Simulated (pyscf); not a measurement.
PySCF, gas phase, ωB97X-D3(BJ)/def2-SVP geometries.

Estimate the classical barrier height and the reaction energy of water (H₂O) + Cl–Sn•(Cl)–Cl → HO–Sn•(Cl)–Cl + hydrogen chloride (HCl) at ωB97M-D3(BJ)/def2-TZVP. The step runs on the doublet surface, breaks H–O, Cl–Sn and forms O–Sn, Cl–H; take the separated reactants as zero.

ΔE‡ = 11.1 kcal/mol, ΔE = +14.9 kcal/mol. Zero-point energy shifts the barrier by -0.9 kcal/mol. It is a four-centre exchange, with an imaginary mode of 233i cm⁻¹. On the reactant side the descent ends in an adduct with a O–Sn contact, 10.0 kcal/mol under the separated species and 22.1 kcal/mol under the saddle at ωB97X-D3(BJ)/def2-TZVP. On the product side the descent ends in a complex, 7.0 kcal/mol under the separated species and 1.7 kcal/mol under the saddle at ωB97X-D3(BJ)/def2-TZVP. At ωB97M-D3(BJ) the saddle lies under the separated products, which points to a path from their complex (located at ωB97X-D3(BJ) alone), and parting the products costs more than the saddle. What is counted as formed (O–Sn) is already present as a longer contact in the reactant adduct; forming that adduct is a step of its own. One saddle was located; it need not be the lowest between these sides. Elements past Kr carry the def2 core potentials, without spin-orbit coupling.
